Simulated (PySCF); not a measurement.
Compound: C₄H₇O (doublet state).
Z-matrix (Å and degrees, GFN2-xTB geometry), rows numbered from 1:
```
C 
C   1  1.2950
O   2  1.3733  1  129.55
C   3  1.4127  2  116.27  1    -0.23
C   4  1.5194  3  108.17  2  -179.73
H   1  1.0608  2  144.09  3     0.11
H   2  1.0854  1  121.92  3   180.00
H   4  1.0998  3  109.63  2    59.44
H   4  1.0997  3  109.59  2   -58.99
H   5  1.0862  4  109.85  3   179.57
H   5  1.0866  4  110.00  3   -60.12
H   5  1.0867  4  109.90  3    59.36
```

The hyperfine couplings belong to this conformer and change with its torsions.

As a line formula: `O(/C=[C]\[H])CC` [radical].

Computed, not measured: PySCF, UKS B3LYP, pcH-1 on C H O, non-relativistic, mean-field spin-orbit, GIAO. Geometry: GFN2-xTB, one conformer, isolated molecule. A GFN2-xTB geometry isn't a minimum of the functional, and hyperfine couplings can be far from their values at a DFT geometry. No stability test was run, so a lower SCF solution isn't excluded.

Q: Where do the isotropic ENDOR lines of C1, C2, C4, C5, H7, H6, H10/H11/H12 and H8/H9 fall at 1214.3 mT, to first order?

A: ν± = |νn ± a/2|, one line for each electron-spin manifold; νn = |g_N| × 7.62259 MHz/T × B.

| nuclei | isotope | g_N | νn (MHz) | a_iso (MHz) | lower line (MHz) | upper line (MHz) |
| --- | --- | --- | --- | --- | --- | --- |
| C1 | 13C | 1.4048 | 13.00 | 317.72 | 145.85 | 171.86 |
| C2 | 13C | 1.4048 | 13.00 | 23.09 | 1.46 | 24.55 |
| C4 | 13C | 1.4048 | 13.00 | 3.76 | 11.12 | 14.89 |
| C5 | 13C | 1.4048 | 13.00 | -0.53 | 12.74 | 13.27 |
| H7 | 1H | 5.5857 | 51.70 | 84.40 | 9.50 | 93.90 |
| H6 | 1H | 5.5857 | 51.70 | 7.70 | 47.85 | 55.55 |
| H10/H11/H12 | 1H | 5.5857 | 51.70 | 1.90 | 50.75 | 52.65 |
| H8/H9 | 1H | 5.5857 | 51.70 | -0.54 | 51.43 | 51.97 |

The rows for 13C, of low natural abundance, apply to labelled samples.

Q: Which pairs are centred on the nuclear Larmor frequency, and which on half the coupling?

A: Centred on νn, since |a| < 2νn: C2, C4, C5, H7, H6, H10/H11/H12 and H8/H9. Centred on |a|/2 and split by 2νn: C1.

Class means assume fast exchange of nuclei equivalent by connectivity; if that motion is slow, each nucleus keeps its own coupling.
